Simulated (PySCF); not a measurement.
An excited-state job on `C1[C@H]2[C@@H]1[C@H]2F`.

Method: TDDFT CAM-B3LYP/def2-SVPD, vertical, gas phase, core orbitals frozen in the response (PySCF 2.14.0, density-fitted response routines). Geometry: GFN2-xTB. A driver script takes a list of jobs; this job's settings line and coordinates (Å) are shown.

Input:
```
{"job": {"kind": "uv", "xc": "CAM-B3LYP", "basis": "def2-SVPD", "nstates": 8, "ntriplets": 3}, "charge": 0, "multiplicity": 1}
F     -1.017773     1.644524     0.589163
C     -1.049763     0.309286     0.274218
C     -0.170936    -0.212856    -0.802231
C      1.124294     0.196299    -0.170576
C      0.103691    -0.556811     0.626617
H     -2.068640    -0.047560     0.383243
H     -0.386835    -0.768128    -1.689249
H      1.293471     1.242399     0.048027
H      2.014972    -0.339907    -0.471983
H      0.166402    -1.462591     1.190243
```

Output:
```
coarse grid: 8536 points
cycle   1  E = -254.8146883908  dE =  1.038e+00  |g| = 4.584e-01  |ddm| = 4.721e+00
cycle   2  E = -254.8079031709  dE =  6.785e-03  |g| = 5.594e-01  |ddm| = 1.112e+00
cycle   3  E = -254.8567214209  dE = -4.882e-02  |g| = 4.270e-02  |ddm| = 4.844e-01
cycle   4  E = -254.8570078840  dE = -2.865e-04  |g| = 2.131e-02  |ddm| = 8.104e-02
cycle   5  E = -254.8571093546  dE = -1.015e-04  |g| = 5.019e-03  |ddm| = 3.437e-02
cycle   6  E = -254.8571157932  dE = -6.439e-06  |g| = 5.920e-04  |ddm| = 1.111e-02
final grid: 83296 points
cycle   7  E = -254.9018015450  dE = -2.714e-05  |g| = 4.016e-03  |ddm| = 7.182e-02
cycle   8  E = -254.9018007413  dE =  8.037e-07  |g| = 4.812e-03  |ddm| = 1.099e-02
cycle   9  E = -254.9018049343  dE = -4.193e-06  |g| = 3.800e-04  |ddm| = 4.606e-03
cycle  10  E = -254.9018049585  dE = -2.415e-08  |g| = 1.580e-04  |ddm| = 5.926e-04
cycle  11  E = -254.9018049640  dE = -5.555e-09  |g| = 1.585e-05  |ddm| = 2.806e-04
cycle  12  E = -254.9018049641  dE = -7.049e-11  |g| = 7.846e-06  |ddm| = 5.754e-05
converged SCF energy = -254.9018049641

Static polarisability (au): isotropic 42.938, principal 40.936 40.950 46.928

Singlet excitations
state   eV       nm        f      main configurations
  1   7.7934    159.1   0.00519   H->L 0.96
  2   8.2885    149.6   0.01846   H->L+1 0.94
  3   8.3170    149.1   0.03812   H->L+2 0.88, H-1->L 0.09
  4   8.5923    144.3   0.03107   H-1->L 0.77, H-1->L+1 0.09, H->L+2 0.08
  5   8.8764    139.7   0.01707   H->L+3 0.89
  6   8.9207    139.0   0.02987   H->L+4 0.67, H-1->L+1 0.15
  7   9.0853    136.5   0.00744   H-1->L+2 0.61, H-1->L+4 0.30
  8   9.1815    135.0   0.03408   H-1->L+1 0.58, H->L+4 0.20, H-1->L+3 0.09

Triplet excitations (Tamm-Dancoff, eV): 7.2369 7.6453 8.1005
```

The SCF starts on a coarse grid where the log names one; the energy can jump when the final grid takes over, and dE then counts from the start density on the new grid. H and L stand for HOMO and LUMO; the number after each pair is its weight.

Which computed singlet has the largest oscillator strength, and what do all of them sum to?

State 3 at 8.32 eV (149 nm), f = 0.038; the 8 states sum to 0.181.

How does the lowest singlet excitation compare with the HOMO–LUMO gap?

HOMO -9.38 eV and LUMO 1.53 eV give a gap of 10.91 eV; S1 at 7.79 eV lies 3.12 eV below it.

Summary of the converged run: HOMO -9.38 eV, LUMO 1.53 eV; lowest singlet 7.79 eV; lowest triplet 7.24 eV (Tamm–Dancoff); mean polarisability 42.9 au.

Time: 14 s wall. Hardware: one thread, Arm Neoverse V2, on a shared host.
Labels such as C1 count atoms from 1, the log's own numbers from 0.
